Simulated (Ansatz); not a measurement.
Worked example: the barrier

An elementary step of SiNH5F, doublet (SiH₃F ([F][SiH3]) + NH₂ → SiH₂F ([F][SiH2]) + NH₃; bonds formed: H1–N4; bonds broken: H1–Si2). “Start” is the structure reached by relaxing down from the saddle towards the reactants; PBE0-D4/def2-TZVP structures. The saddle:

```csv
atom,x (Å),y (Å),z (Å)
H1,0.4415,-0.0445,0.3291
Si2,-0.8049,0.8730,0.0191
F3,-1.3117,0.5267,-1.4621
N4,1.4991,-1.1625,0.3306
H5,-0.4318,2.3092,0.0556
H6,-1.9153,0.5890,0.9631
H7,0.8436,-1.9430,0.4438
H8,1.6795,-1.1479,-0.6792
```

Program: Ansatz 0.2.0. Basis: def2-TZVPP and def2-QZVPP. Cores are frozen in the correlated methods; orbitals are unrestricted.

Energies in eV:

| quantity | saddle | start |
| --- | --- | --- |
| Hartree–Fock, triple zeta (X = 3) | -12130.58495 | -12131.43841 |
| Hartree–Fock, quadruple zeta (X = 4) | -12131.05582 | -12131.90411 |
| MP2 correlation, X = 3 | -15.89634 | -15.50012 |
| MP2 correlation, X = 4 | -17.23932 | -16.83014 |
| CCSD(T) correlation, X = 3 | -17.45295 | -17.01045 |

(1) Work out the barrier at the basis limit: extrapolate Hartree–Fock as E(X) = E∞ + A exp(−7.88 √X) and the MP2 correlation as E(X) = E∞ + B X^−2.97 (the exponents that Neese and Valeev fitted for def2-TZVPP and QZVPP), then add CCSD(T) − MP2 in triple zeta.

The T1 diagnostic stays at or below 0.018. ⟨S²⟩ of the unrestricted Hartree–Fock references: 0.75 to 0.77 (a pure state has 0.75).

Answers

(1) Each step is linear, so take the differences first (saddle − start): Hartree–Fock 0.85346 (X = 3) and 0.84829 (X = 4); MP2 correlation -0.39622 and -0.40918; CCSD(T) correlation -0.44250.
Two points give E∞ = E(4) + w [E(4) − E(3)], with w = 1/(exp(7.88 (2 − √3)) − 1) = 0.1377 for Hartree–Fock and w = 1/((4/3)^2.97 − 1) = 0.7407 for the correlation.
Hartree–Fock: 0.84829 + 0.1377 × (-0.00517) = 0.8476 eV.
MP2 correlation: -0.40918 + 0.7407 × (-0.01296) = -0.4188 eV.
CCSD(T) − MP2: -0.44250 − (-0.39622) = -0.0463 eV.
Sum: 0.8476 + (-0.4188) + (-0.0463) = 0.3825 eV, or 8.82 kcal/mol. Plain CCSD(T) in triple zeta gives 0.4110 eV, so the larger basis shifts the result by -0.0285 eV.

Radical steps of this kind take place in plasma deposition and etching.

Labels in which every atom is bracketed show which atoms are joined, not bond orders.

For scale, one of the runs: CCSD(T)/def2-TZVPP, 174 basis functions, launched by `ansatz run in.yaml --threads 4 --pin off --events-out ev --progress --plain --max-ram 9574MiB`. Time: 26 s of wall clock on 4 CPU threads of an Intel Xeon 6975P-C; the host was shared. Peak host memory: 4.2 GiB.
